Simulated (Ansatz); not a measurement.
# Si(NMe2)H3 (C₂H₉NSi): trial inputs and their diagnosis

Aim: try 2 inputs for Si(NMe2)H3 (C₂H₉NSi) as typed, read how each ends, and find what has to change.

Program: Ansatz 0.2.0, Gaussian basis. Level of theory: the settings change from run to run. These are calculated values, not measurements.

## Step 1: The geometry

An earlier PBE0-D4/def2-SVP relaxation fixed the geometry.

13 atoms, charge 0, spin multiplicity 1.

Atoms are counted from 1 here; the program's logs count them from 0.

Bond lengths: Si1–N2 1.735 Å, Si1–H11 1.495 Å, Si1–H12 1.495 Å, Si1–H13 1.505 Å, N2–C3 1.441 Å, N2–C4 1.441 Å, C3–H5 1.106 Å, C3–H6 1.101 Å, C3–H7 1.110 Å, C4–H8 1.101 Å, C4–H9 1.110 Å, C4–H10 1.106 Å. Angles: N2–Si1–H11 108.0°, N2–Si1–H12 108.0°, N2–Si1–H13 115.6°, H11–Si1–H12 111.0°, H11–Si1–H13 107.1°, H12–Si1–H13 107.1°, Si1–N2–C3 121.2°, Si1–N2–C4 121.2°, C3–N2–C4 114.3°, N2–C3–H5 110.7°, N2–C3–H6 110.7°, N2–C3–H7 113.2°, H5–C3–H6 107.3°, H5–C3–H7 107.1°, H6–C3–H7 107.5°, N2–C4–H8 110.7°, N2–C4–H9 113.2°, N2–C4–H10 110.7° and more.

## Step 2: Try 1

Input file in.yaml:

```yaml
crystal:
  periodic: [false, false, false]
  atoms:
    - {symbol: Si, position_ang: [-0.038730, -0.112622, -1.629118]}
    - {symbol: N, position_ang: [0.053259, 0.175060, 0.032930]}
    - {symbol: C, position_ang: [1.093145, -0.579247, 0.863628]}
    - {symbol: C, position_ang: [-1.072753, 0.611118, 0.796931]}
    - {symbol: H, position_ang: [1.507328, 0.075096, 1.677120]}
    - {symbol: H, position_ang: [1.905893, -0.822848, 0.195505]}
    - {symbol: H, position_ang: [0.700955, -1.540582, 1.345983]}
    - {symbol: H, position_ang: [-1.723109, 1.179990, 0.241074]}
    - {symbol: H, position_ang: [-1.651545, -0.219383, 1.268407]}
    - {symbol: H, position_ang: [-0.751495, 1.248274, 1.643810]}
    - {symbol: H, position_ang: [1.346931, -0.050056, -2.180718]}
    - {symbol: H, position_ang: [-0.765233, 1.127675, -2.233625]}
    - {symbol: H, position_ang: [-0.693842, -1.310311, -2.105227]}
basis:
  gaussian: {orbitals: 6-31G}
hamiltonian: {xc: {name: M06-2X}}
scf: {lower_state_search: full}
```

Run with:

```sh
> ansatz run in.yaml --threads 4 --pin off --events-out ev --progress --plain --max-ram 3916MiB
```

Log:

```text
Error: YAML parse error: error: line 19 column 19: hamiltonian.xc: no functional is named "M06-2X"; the names, which are not case-sensitive, are SVWN5, SPW92, PBE, PBE0, PBEsol, revPBE, revPBE0, RPBE, rPW86-PBE, HSE06, wPBEh, LC-wPBE, HISS, HF, BLYP, B3LYP, B3LYP5, BHLYP, CAM-B3LYP, r2SCAN, r2SCANh, r2SCAN0, r2SCAN50, m-r2SCAN, B97, wB97, wB97X, wB97X-V, B97M-V, wB97M-V, B2PLYP, B2GP-PLYP, PBE0-DH, PBE-QIDH
  --> <input>:19:19
   |
17 | basis:
18 |   gaussian: {orbitals: 6-31G}
19 | hamiltonian: {xc: {name: M06-2X}}
   |                   ^ hamiltonian.xc: no functional is named "M06-2X"; the names, which are not case-sensitive, are SVWN5, SPW92, PBE, PBE0, PBEsol, revPBE, revPBE0, RPBE, rPW86-PBE, HSE06, wPBEh, LC-wPBE, HISS, HF, BLYP, B3LYP, B3LYP5, BHLYP, CAM-B3LYP, r2SCAN, r2SCANh, r2SCAN0, r2SCAN50, m-r2SCAN, B97, wB97, wB97X, wB97X-V, B97M-V, wB97M-V, B2PLYP, B2GP-PLYP, PBE0-DH, PBE-QIDH
20 | scf: {lower_state_search: full}
   |
```

Wall time 0.05 s (4 threads of Intel Xeon at 2.50GHz, shared host).

**Diagnosis.** The program refused the input. The method's name isn't one that the program takes here. Its coordinates are also moved off the relaxed structure (shortest distance 1.03 Å, against 1.10 Å), and have to be restored too. Fix: name a functional that the program knows.

## Step 3: Try 2

Input file in.yaml:

```yaml
crystal:
  periodic: [false, false, false]
  atoms:
    - {symbol: Si, position_ang: [-0.022376, -0.044683, -1.726898]}
    - {symbol: N, position_ang: [0.088202, 0.162237, 0.079839]}
    - {symbol: C, position_ang: [1.135935, -0.568889, 0.889470]}
    - {symbol: C, position_ang: [-1.096771, 0.644516, 0.886723]}
    - {symbol: H, position_ang: [1.521288, 0.096416, 1.760161]}
    - {symbol: H, position_ang: [2.047980, -0.837053, 0.231794]}
    - {symbol: H, position_ang: [0.741460, -1.557857, 1.363106]}
    - {symbol: H, position_ang: [-1.816642, 1.263314, 0.227049]}
    - {symbol: H, position_ang: [-1.712974, -0.223995, 1.359995]}
    - {symbol: H, position_ang: [-0.749824, 1.330628, 1.757414]}
    - {symbol: H, position_ang: [1.437392, -0.069765, -2.302419]}
    - {symbol: H, position_ang: [-0.833051, 1.168107, -2.305501]}
    - {symbol: H, position_ang: [-0.740610, -1.362976, -2.220724]}
basis:
  gaussian: {orbitals: def2-SVPD}
hamiltonian: {xc: {name: CCSD(T)}}
scf: {omitted_lower_state_checks: [starts]}
output: {forces: true}
```

The command is unchanged.

Log:

```text
Error: YAML parse error: error: line 19 column 19: hamiltonian.xc: no functional is named "CCSD(T)"; the names, which are not case-sensitive, are SVWN5, SPW92, PBE, PBE0, PBEsol, revPBE, revPBE0, RPBE, rPW86-PBE, HSE06, wPBEh, LC-wPBE, HISS, HF, BLYP, B3LYP, B3LYP5, BHLYP, CAM-B3LYP, r2SCAN, r2SCANh, r2SCAN0, r2SCAN50, m-r2SCAN, B97, wB97, wB97X, wB97X-V, B97M-V, wB97M-V, B2PLYP, B2GP-PLYP, PBE0-DH, PBE-QIDH
  --> <input>:19:19
   |
17 | basis:
18 |   gaussian: {orbitals: def2-SVPD}
19 | hamiltonian: {xc: {name: CCSD(T)}}
   |                   ^ hamiltonian.xc: no functional is named "CCSD(T)"; the names, which are not case-sensitive, are SVWN5, SPW92, PBE, PBE0, PBEsol, revPBE, revPBE0, RPBE, rPW86-PBE, HSE06, wPBEh, LC-wPBE, HISS, HF, BLYP, B3LYP, B3LYP5, BHLYP, CAM-B3LYP, r2SCAN, r2SCANh, r2SCAN0, r2SCAN50, m-r2SCAN, B97, wB97, wB97X, wB97X-V, B97M-V, wB97M-V, B2PLYP, B2GP-PLYP, PBE0-DH, PBE-QIDH
20 | scf: {omitted_lower_state_checks: [starts]}
21 | output: {forces: true}
   |
```

Wall time 0.05 s (4 threads of Intel Xeon at 2.50GHz, shared host).

What is wrong: Refused before any calculation. The method's name isn't one that the program takes here. Its coordinates are also moved off the relaxed structure (shortest distance 1.16 Å, against 1.10 Å), and have to be restored too. Fix: set xc to hf, put the coupled-cluster method under correlation, and drop any dispersion key.

## Step 4: Summary

| try | level | ended | cause | time |
| --- | --- | --- | --- | --- |
| 1 | M06-2X/6-31G | refused | the method's name isn't one that the program takes here | 0.05 s |
| 2 | CCSD(T)/def2-SVPD | refused | the method's name isn't one that the program takes here | 0.05 s |

In words: 2 refused. A refusal costs next to no computing time.
